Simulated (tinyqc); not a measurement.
Inside a calculation. Method: CCD on RHF in the sto-3g basis, frozen core, for HF, spin multiplicity 1. Computed by tinyqc, a small Python program that keeps every step (integrals from PySCF). Settings: charge = 0, multiplicity = 1, basis = sto-3g, method = RHF, frozen orbitals = 1, energy threshold = 1e-10, iteration cap = 54, orthogonalisation = canonical, start = core, DIIS depth = 6, amplitude equations = CCD, DIIS depth for amplitudes = 6, cap on updates = 74. Command: `OMP_NUM_THREADS=1 python tinyqc.py 29182 29183 out.jsonl` (the two numbers bound the seeds that draw the settings). One thread of a shared host (Intel(R) Xeon(R) Processor @ 2.60GHz), about 0.07 s of CPU time with the checks. The early iterations of the SCF are left out here.

## One-electron integrals

Geometry (angstrom):
```
atom,x,y,z
F,0.0000,0.0000,0.0000
H,0.0000,0.0000,0.8300
```

Basis sto-3g: exponents (1/bohr^2) and contraction coefficients of normalised primitives:
```
element,l (shell),exponent,coefficient
F,s (1),166.6791,0.1543
F,s (1),30.3608,0.5353
F,s (1),8.2168,0.4446
F,s (2),6.4648,-0.1000
F,s (2),1.5023,0.3995
F,s (2),0.4886,0.7001
F,p (3),6.4648,0.1559
F,p (3),1.5023,0.6077
F,p (3),0.4886,0.3920
H,s (1),3.4253,0.1543
H,s (1),0.6239,0.5353
H,s (1),0.1689,0.4446
```

Overlap, kinetic and nuclear-attraction integrals over the contracted functions; the nuclear repulsion is the sum of Za Zb / Rab.

nuclear repulsion = 5.738066 hartree

overlap S:
```
,1F 1s,1F 2s,1F 2px,1F 2py,1F 2pz,2H 1s
1F 1s,1.0000,0.2380,0.0000,0.0000,0.0000,0.0607
1F 2s,0.2380,1.0000,0.0000,0.0000,0.0000,0.5092
1F 2px,0.0000,0.0000,1.0000,0.0000,0.0000,0.0000
1F 2py,0.0000,0.0000,0.0000,1.0000,0.0000,0.0000
1F 2pz,0.0000,0.0000,0.0000,0.0000,1.0000,0.3774
2H 1s,0.0607,0.5092,0.0000,0.0000,0.3774,1.0000
```

kinetic energy T (hartree):
```
,1F 1s,1F 2s,1F 2px,1F 2py,1F 2pz,2H 1s
1F 1s,36.9846,-0.2129,0.0000,0.0000,0.0000,0.0082
1F 2s,-0.2129,1.0380,0.0000,0.0000,0.0000,0.1809
1F 2px,0.0000,0.0000,3.2480,0.0000,0.0000,0.0000
1F 2py,0.0000,0.0000,0.0000,3.2480,0.0000,0.0000
1F 2pz,0.0000,0.0000,0.0000,0.0000,3.2480,0.3489
2H 1s,0.0082,0.1809,0.0000,0.0000,0.3489,0.7600
```

nuclear attraction V (hartree):
```
,1F 1s,1F 2s,1F 2px,1F 2py,1F 2pz,2H 1s
1F 1s,-77.6471,-9.3285,0.0000,0.0000,-0.0184,-2.4596
1F 2s,-9.3285,-12.1694,0.0000,0.0000,-0.2129,-4.9445
1F 2px,0.0000,0.0000,-12.0275,0.0000,0.0000,0.0000
1F 2py,0.0000,0.0000,0.0000,-12.0275,0.0000,0.0000
1F 2pz,-0.0184,-0.2129,0.0000,0.0000,-12.1747,-3.2938
2H 1s,-2.4596,-4.9445,0.0000,0.0000,-3.2938,-6.6213
```

core Hamiltonian H = T + V (hartree):
```
,1F 1s,1F 2s,1F 2px,1F 2py,1F 2pz,2H 1s
1F 1s,-40.6626,-9.5414,0.0000,0.0000,-0.0184,-2.4514
1F 2s,-9.5414,-11.1314,0.0000,0.0000,-0.2129,-4.7637
1F 2px,0.0000,0.0000,-8.7795,0.0000,0.0000,0.0000
1F 2py,0.0000,0.0000,0.0000,-8.7795,0.0000,0.0000
1F 2pz,-0.0184,-0.2129,0.0000,0.0000,-8.9267,-2.9449
2H 1s,-2.4514,-4.7637,0.0000,0.0000,-2.9449,-5.8613
```

## Two-electron integrals

Functions are numbered as in S; the eight-fold symmetry (ij|kl) = (ji|kl) = (kl|ij) leaves the list below.

Two-electron integrals (ij|kl) in chemists' order, unique and non-zero (hartree):
```
i,j,k,l,(ij|kl)
1,1,1,1,5.4035
2,1,1,1,0.8419
2,1,2,1,0.1563
2,2,1,1,1.2680
2,2,2,1,0.2923
2,2,2,2,0.9262
3,1,3,1,0.0280
3,2,3,1,0.0432
3,2,3,2,0.2046
3,3,1,1,1.2645
3,3,2,1,0.2924
3,3,2,2,0.9260
3,3,3,3,0.9975
4,1,4,1,0.0280
4,2,4,1,0.0432
4,2,4,2,0.2046
4,3,4,3,0.0538
4,4,1,1,1.2645
4,4,2,1,0.2924
4,4,2,2,0.9260
4,4,3,3,0.8900
4,4,4,4,0.9975
5,1,5,1,0.0280
5,2,5,1,0.0432
5,2,5,2,0.2046
5,3,5,3,0.0538
5,4,5,4,0.0538
5,5,1,1,1.2645
5,5,2,1,0.2924
5,5,2,2,0.9260
5,5,3,3,0.8900
5,5,4,4,0.8900
5,5,5,5,0.9975
6,1,1,1,0.2189
6,1,2,1,0.0402
6,1,2,2,0.0746
6,1,3,3,0.0745
6,1,4,4,0.0745
6,1,5,1,0.0016
6,1,5,2,0.0030
6,1,5,5,0.0748
6,1,6,1,0.0105
6,2,1,1,0.4943
6,2,2,1,0.1152
6,2,2,2,0.4005
6,2,3,3,0.3951
6,2,4,4,0.3951
6,2,5,1,0.0077
6,2,5,2,0.0571
6,2,5,5,0.4109
6,2,6,1,0.0300
6,2,6,2,0.2039
6,3,3,1,0.0128
6,3,3,2,0.0730
6,3,5,3,0.0123
6,3,6,3,0.0320
6,4,4,1,0.0128
6,4,4,2,0.0730
6,4,5,4,0.0123
6,4,6,4,0.0320
6,5,1,1,0.3089
6,5,2,1,0.0730
6,5,2,2,0.2720
6,5,3,3,0.2599
6,5,4,4,0.2599
6,5,5,1,0.0171
6,5,5,2,0.1107
6,5,5,5,0.2958
6,5,6,1,0.0199
6,5,6,2,0.1696
6,5,6,5,0.1725
6,6,1,1,0.5983
6,6,2,1,0.1417
6,6,2,2,0.5624
6,6,3,3,0.5425
6,6,4,4,0.5425
6,6,5,1,0.0133
6,6,5,2,0.1341
6,6,5,5,0.6014
6,6,6,1,0.0372
6,6,6,2,0.3463
6,6,6,5,0.3349
6,6,6,6,0.7746
```

## Orthogonalisation

S = U s U^T; canonical form X = U s^(-1/2), so that X^T S X = 1. Each column of U has its largest component positive (the first on a tie).

eigenvalues of S: 0.3518  0.8466  1.0000  1.0000  1.1188  1.6828

X:
```
,1,2,3,4,5,6
1F 1s,0.2593,0.7801,0.0000,0.0000,-0.5911,0.2043
1F 2s,-0.9998,-0.4441,0.0000,0.0000,-0.3450,0.4549
1F 2px,0.0000,0.0000,0.4395,0.8982,0.0000,0.0000
1F 2py,0.0000,0.0000,0.8982,-0.4395,0.0000,0.0000
1F 2pz,-0.6704,0.5676,0.0000,0.0000,0.6221,0.2844
2H 1s,1.1515,-0.2308,0.0000,0.0000,0.1958,0.5145
```

Within a degenerate level the vectors are fixed only up to a rotation; this is one choice.

## Starting guess

The start is the orbitals of the core Hamiltonian; D = 2 C_occ C_occ^T.

D at the start:
```
,1F 1s,1F 2s,1F 2px,1F 2py,1F 2pz,2H 1s
1F 1s,2.1299,-0.5717,0.0000,0.0000,-0.0522,0.1026
1F 2s,-0.5717,2.5131,0.0000,0.0000,0.3284,-0.4559
1F 2px,0.0000,0.0000,2.0000,0.0000,0.0000,0.0000
1F 2py,0.0000,0.0000,0.0000,2.0000,0.0000,0.0000
1F 2pz,-0.0522,0.3284,0.0000,0.0000,2.2652,-0.4400
2H 1s,0.1026,-0.4559,0.0000,0.0000,-0.4400,0.1478
```

## Iteration 7 (converged): orbitals

converged F (hartree):
```
,1F 1s,1F 2s,1F 2px,1F 2py,1F 2pz,2H 1s
1F 1s,-25.8830,-6.6231,0.0000,0.0000,-0.0281,-1.7120
1F 2s,-6.6231,-3.0655,0.0000,0.0000,-0.1392,-1.3416
1F 2px,0.0000,0.0000,-0.4683,0.0000,0.0000,0.0000
1F 2py,0.0000,0.0000,0.0000,-0.4683,0.0000,0.0000
1F 2pz,-0.0281,-0.1392,0.0000,0.0000,-0.4311,-0.6255
2H 1s,-1.7120,-1.3416,0.0000,0.0000,-0.6255,-0.7470
```

Diagonalise F' = X^T F X, C = X C', fill 5 alpha and 5 beta electrons from the bottom; D = 2 C_occ C_occ^T. Each column has its largest component positive (the first on a tie).

F' = X^T F X (hartree):
```
,1,2,3,4,5,6
1,0.3011,-1.8219,0.0000,0.0000,1.1459,-0.3144
2,-1.8219,-11.3951,0.0000,0.0000,10.9879,-5.5641
3,0.0000,0.0000,-0.4683,0.0000,0.0000,0.0000
4,0.0000,0.0000,0.0000,-0.4683,0.0000,0.0000
5,1.1459,10.9879,0.0000,0.0000,-11.8000,6.0137
6,-0.3144,-5.5641,0.0000,0.0000,6.0137,-4.3880
```

orbital energies (hartree): MO1 -25.8931, MO2 -1.5038, MO3 -0.6099, MO4 -0.4683, MO5 -0.4683, MO6 0.7247

coefficients C:
```
,MO1,MO2,MO3,MO4,MO5,MO6
1F 1s,0.9946,-0.2455,0.0920,0.0000,0.0000,0.0951
1F 2s,0.0237,0.9095,-0.4882,0.0000,0.0000,-0.6758
1F 2px,0.0000,0.0000,0.0000,0.1957,0.9807,0.0000
1F 2py,0.0000,0.0000,0.0000,0.9807,-0.1957,0.0000
1F 2pz,0.0037,0.1211,0.7142,0.0000,0.0000,-0.8455
2H 1s,-0.0070,0.1756,0.4884,0.0000,0.0000,1.1886
```

D after iteration 7:
```
,1F 1s,1F 2s,1F 2px,1F 2py,1F 2pz,2H 1s
1F 1s,2.1158,-0.4892,0.0000,0.0000,0.0793,-0.0102
1F 2s,-0.4892,2.1320,0.0000,0.0000,-0.4769,-0.1579
1F 2px,0.0000,0.0000,2.0000,0.0000,0.0000,0.0000
1F 2py,0.0000,0.0000,0.0000,2.0000,0.0000,0.0000
1F 2pz,0.0793,-0.4769,0.0000,0.0000,1.0495,0.7402
2H 1s,-0.0102,-0.1579,0.0000,0.0000,0.7402,0.5389
```

Within a degenerate level the vectors are fixed only up to a rotation; this is one choice.

## Convergence

Stop when the energy changes by less than 1e-10 hartree and every element of the error matrix X^T (F D S - S D F) X is below 3e-06.

Course of the cycle:
```
iteration,E (hartree),change,largest element of the error matrix
1,-97.755965,-,9.72e-01
2,-98.528707,-7.73e-01,2.00e-01
3,-98.546448,-1.77e-02,1.05e-02
4,-98.546487,-3.87e-05,4.83e-04
5,-98.546487,-1.24e-07,2.16e-05
6,-98.546487,-2.79e-10,7.64e-08
7,-98.546487,-2.84e-14,1.03e-11
```

PySCF RHF in the same basis = -98.546487 hartree

Converged in 7 iterations.

## Populations, bond orders and dipole

Mulliken: Z minus the diagonal of D S on the atom; Loewdin: the same with S^(1/2) D S^(1/2); Mayer order: 2 sum_s sum (D(s) S)_ij (D(s) S)_ji over the two atoms.

Charges (e):
```
atom,Mulliken,Loewdin
1F,-0.2628,-0.1802
2H,0.2628,0.1802
```

Mayer bond orders:
```
pair,order
2-1,0.9309
```

dipole moment about the origin, x y z (debye): 0.0000  0.0000  1.3756

## Integrals over molecular orbitals

(pq|rs) = sum C_ip C_jq C_kr C_ls (ij|kl), one index at a time.

one-electron integrals over orbitals h = C^T H C (hartree):
```
,1,2,3,4,5,6
1,-40.6437,0.6932,-0.2500,0.0000,0.0000,-0.2604
2,0.6932,-9.1894,0.5244,0.0000,0.0000,1.3541
3,-0.2500,0.5244,-7.9489,0.0000,0.0000,1.6812
4,0.0000,0.0000,0.0000,-8.7795,0.0000,0.0000
5,0.0000,0.0000,0.0000,0.0000,-8.7795,0.0000
6,-0.2604,1.3541,1.6812,0.0000,0.0000,-6.1096
```

Two-electron integrals over orbitals (pq|rs), unique and non-zero (hartree); the lowest 1 orbital is frozen and left out:
```
p,q,r,s,(pq|rs)
2,2,2,2,0.8606
3,2,2,2,0.0036
3,2,3,2,0.1581
3,3,2,2,0.7729
3,3,3,2,-0.0672
3,3,3,3,0.8175
4,2,4,2,0.1761
4,3,4,2,-0.0482
4,3,4,3,0.0551
4,4,2,2,0.8721
4,4,3,2,-0.0748
4,4,3,3,0.7881
4,4,4,4,0.9975
5,2,5,2,0.1761
5,3,5,2,-0.0482
5,3,5,3,0.0551
5,4,5,4,0.0538
5,5,2,2,0.8721
5,5,3,2,-0.0748
5,5,3,3,0.7881
5,5,4,4,0.8900
5,5,5,5,0.9975
6,2,2,2,-0.1434
6,2,3,2,-0.0303
6,2,3,3,-0.0519
6,2,4,4,-0.1442
6,2,5,5,-0.1442
6,2,6,2,0.1018
6,3,2,2,-0.1329
6,3,3,2,0.0904
6,3,3,3,-0.1363
6,3,4,4,-0.1724
6,3,5,5,-0.1724
6,3,6,2,0.0624
6,3,6,3,0.1497
6,4,4,2,-0.0477
6,4,4,3,-0.0099
6,4,6,4,0.0327
6,5,5,2,-0.0477
6,5,5,3,-0.0099
6,5,6,5,0.0327
6,6,2,2,0.7009
6,6,3,2,0.0800
6,6,3,3,0.6678
6,6,4,4,0.6592
6,6,5,5,0.6592
6,6,6,2,-0.0703
6,6,6,3,-0.0097
6,6,6,6,0.7208
```

## CCD: starting amplitudes

t_ij^ab = <ij||ab> / (e_i + e_j - e_a - e_b), whose energy is MP2.

Starting amplitudes (spin orbitals 1a, 1b, ...; amplitudes related by a flip of all spins are not repeated):
```
from,to,t
3a 3b,6a 6b,-0.0561
2a 2b,6a 6b,-0.0228
2a 3b,6a 6b,-0.0175
5a 5b,6a 6b,-0.0137
4a 4b,6a 6b,-0.0137
```

correlation energy = -0.013809 hartree

## CCD: amplitude update 1

t_ij^ab D_ij^ab are set to the remaining terms of the spin-orbital equations, evaluated with the old amplitudes; for the doubles these are <ij||ab> + 1/2 <ab||ef> t_ij^ef + 1/2 <mn||ij> t_mn^ab + P(ij)P(ab) <mb||ej> t_im^ae + terms in t^2, D the orbital-energy denominators.

Amplitudes after update 1 (spin orbitals 1a, 1b, ...; amplitudes related by a flip of all spins are not repeated):
```
from,to,t
3a 3b,6a 6b,-0.0736
2a 2b,6a 6b,-0.0257
2a 3b,6a 6b,-0.0251
5a 5b,6a 6b,-0.0160
4a 4b,6a 6b,-0.0160
```

correlation energy = -0.017807 hartree

## CCD: convergence

E_corr = 1/4 sum <ij||ab> t_ij^ab; stop when the norm of the change is below 1e-8.

Course of the amplitude iterations:
```
update,correlation energy (hartree),norm of the change
0,-0.013809,-
1,-0.017807,4.19e-02
2,-0.019068,1.41e-02
3,-0.019703,4.87e-03
4,-0.019700,1.29e-04
5,-0.019700,8.07e-06
6,-0.019700,7.20e-07
7,-0.019700,1.31e-07
8,-0.019700,3.24e-08
9,-0.019700,2.76e-11
```

Converged amplitudes (spin orbitals 1a, 1b, ...; amplitudes related by a flip of all spins are not repeated):
```
from,to,t
3a 3b,6a 6b,-0.0827
2a 3b,6a 6b,-0.0291
2a 2b,6a 6b,-0.0256
5a 5b,6a 6b,-0.0165
4a 4b,6a 6b,-0.0165
```

CCD total energy = -98.566187 hartree

Converged in 9 updates, with DIIS from the third.
